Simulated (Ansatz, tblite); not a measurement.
Cost and result up the ladder for Li₂H⁺ (the lowest singlet isomer of a short search) (3 atoms). Total charge 1; singlet. Geometry: PBE0-D4/def2-TZVP.

```csv
atom,x (Å),y (Å),z (Å)
Li1,1.1804,0.4182,-1.0501
Li2,-1.1802,-0.4179,1.0505
H3,-0.0002,-0.0003,-0.0004
```

Ansatz on 4 threads of AMD EPYC 7B13 on a shared host; xTB runs through tblite on one thread. Times are rough, summed over both states, and most runs start from the orbitals of an earlier one. B2PLYP/def2-TZVP serves as the yardstick here, not as an exact answer. The other state is a triplet at its own geometry, which has other bonds, so the gap mixes isomer and spin.

The xTB rows come from tblite. B3LYP takes the VWN-RPA correlation. Correlated methods freeze no core orbitals; core or outer-core shells of Li are correlated, in sets that lack core-valence functions. In CCSD on the charge 1 triplet the largest single amplitude is 0.73, so its Hartree–Fock determinant may place the open shell otherwise than the density functionals do. HOMO above LUMO, or a gap near zero within one spin, warns that the state may not be the lowest or that an electron is smeared out. In the triplet geometry the species has come apart into loosely held pieces. At PBE0-D4/def2-TZVP a singlet of charge 1 lies 4.22 eV below the triplet, each at its own geometry. The structure comes from a short search, and lower isomers may exist.

Run but left out: HF/STO-3G, HF/def2-TZVP, HF/def2-TZVPP, MP2/def2-TZVP, MP2/def2-TZVPP (triplet: a determinant that CCSD turns far, T1 0.211); r2SCAN-D4/def2-TZVP (triplet: an occupied level 0.00 eV above an empty one).

Correlated methods converge slowly with the basis.

xTB has no spin-polarisation term.

| level | functions | triplet − singlet (eV) | difference from B2PLYP/def2-TZVP (eV) | remarks |
| --- | --- | --- | --- | --- |
| B2PLYP/def2-TZVP | 34 | 4.50 | 0.00 | – |
| RPA@PBE/def2-TZVP | 34 | 3.34 | -1.16 | – |
| GFN2-xTB | 9 | 5.62 | 1.12 | – |
| GFN1-xTB | 10 | 6.70 | 2.20 | – |
| PBE0-D4/def2-TZVP | 34 | 4.22 | -0.29 | – |
| LDA (SPW92)/def2-TZVP (with forces) | 34 | 4.34 | -0.17 | gap within one spin near zero (triplet) |
| ωB97M-V/def2-TZVP | 34 | 4.81 | 0.30 | – |
| BHLYP-D4/def2-TZVP | 34 | 4.59 | 0.09 | – |
| B3LYP-D4/def2-TZVP | 34 | 4.37 | -0.14 | – |
| CCSD(T)/def2-TZVPP | 52 | 4.94 | 0.43 | large T1 (0.211) (triplet) |
| PBE-D4/def2-TZVP | 34 | 3.98 | -0.52 | gap within one spin near zero (triplet) |

(1) Estimate how long each takes.

## Answers

(1) GFN2-xTB 0.003 s; GFN1-xTB 0.004 s; LDA (SPW92)/def2-TZVP (with forces) 0.3 s; PBE-D4/def2-TZVP 0.35 s; BHLYP-D4/def2-TZVP 0.4 s; B3LYP-D4/def2-TZVP 0.45 s; PBE0-D4/def2-TZVP 0.5 s; B2PLYP/def2-TZVP 0.5 s; RPA@PBE/def2-TZVP 0.55 s; CCSD(T)/def2-TZVPP 0.8 s; ωB97M-V/def2-TZVP 1 s. On shared hardware such times vary by a factor of up to 3.
